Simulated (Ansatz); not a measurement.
[H···H···CH3], doublet: transfer scan

Starting geometry:

```csv
atom,x (Å),y (Å),z (Å)
H,-1.8667,0.0000,0.0000
H,-1.1217,0.0000,0.0000
C,0.2003,0.0000,0.0000
H,0.2003,-1.0800,0.0000
H,0.2003,0.5400,0.9353
H,0.2003,0.5400,-0.9353
```

From there H2 is moved from one fragment to the other while all else, the fragments' distance too, stays fixed; atoms are numbered as listed. Energies are in kcal/mol, counted from the starting geometry at the same level. Kohn–Sham curves are unrestricted where that lies lower.

Basis 6-31G; Ansatz 0.2.0. Only valence electrons are correlated (noble-gas cores frozen).

In so small a basis the reference is far from its limit while semilocal and hybrid functionals are nearer theirs (RPA and double hybrids share much of the reference's basis error), so the functionals' errors here hold much of the reference's basis and frozen-core error, which can add to them or hide them.

Full CI is exact within this basis and frozen core; it isn't the basis-set limit.

```json
{"distance H1-H2 (Å)": "0.693", "full CI": "0.8", "PBE": "2.4", "r2SCAN": "1.8", "PBE0": "1.9", "B3LYP": "1.7", "r2SCANh": "1.7", "wB97M-V": "1.5", "B2PLYP": "1.2", "RPA-PBE": "1.2"}
{"distance H1-H2 (Å)": "0.745", "full CI": "0.0", "PBE": "0.0", "r2SCAN": "0.0", "PBE0": "0.0", "B3LYP": "0.0", "r2SCANh": "0.0", "wB97M-V": "0.0", "B2PLYP": "0.0", "RPA-PBE": "0.0"}
{"distance H1-H2 (Å)": "0.778", "full CI": "0.3", "PBE": "-0.6", "r2SCAN": "-0.3", "PBE0": "-0.3", "B3LYP": "-0.2", "r2SCANh": "-0.2", "wB97M-V": "-0.1", "B2PLYP": "0.0", "RPA-PBE": "0.1"}
{"distance H1-H2 (Å)": "0.811", "full CI": "1.0", "PBE": "-0.6", "r2SCAN": "0.0", "PBE0": "-0.1", "B3LYP": "0.2", "r2SCANh": "0.1", "wB97M-V": "0.3", "B2PLYP": "0.5", "RPA-PBE": "0.5"}
{"distance H1-H2 (Å)": "0.844", "full CI": "1.9", "PBE": "-0.2", "r2SCAN": "0.6", "PBE0": "0.5", "B3LYP": "0.9", "r2SCANh": "0.8", "wB97M-V": "1.0", "B2PLYP": "1.3", "RPA-PBE": "1.3"}
{"distance H1-H2 (Å)": "0.878", "full CI": "3.1", "PBE": "0.7", "r2SCAN": "1.6", "PBE0": "1.4", "B3LYP": "1.9", "r2SCANh": "1.8", "wB97M-V": "2.0", "B2PLYP": "2.3", "RPA-PBE": "2.3"}
{"distance H1-H2 (Å)": "0.911", "full CI": "4.4", "PBE": "1.9", "r2SCAN": "2.9", "PBE0": "2.6", "B3LYP": "3.2", "r2SCANh": "3.1", "wB97M-V": "3.3", "B2PLYP": "3.6", "RPA-PBE": "3.6"}
{"distance H1-H2 (Å)": "0.944", "full CI": "6.0", "PBE": "3.6", "r2SCAN": "4.5", "PBE0": "4.2", "B3LYP": "4.9", "r2SCANh": "4.7", "wB97M-V": "4.9", "B2PLYP": "5.1", "RPA-PBE": "5.1"}
{"distance H1-H2 (Å)": "0.977", "full CI": "7.9", "PBE": "5.7", "r2SCAN": "6.6", "PBE0": "6.3", "B3LYP": "7.0", "r2SCANh": "6.7", "wB97M-V": "6.9", "B2PLYP": "7.1", "RPA-PBE": "7.1"}
```
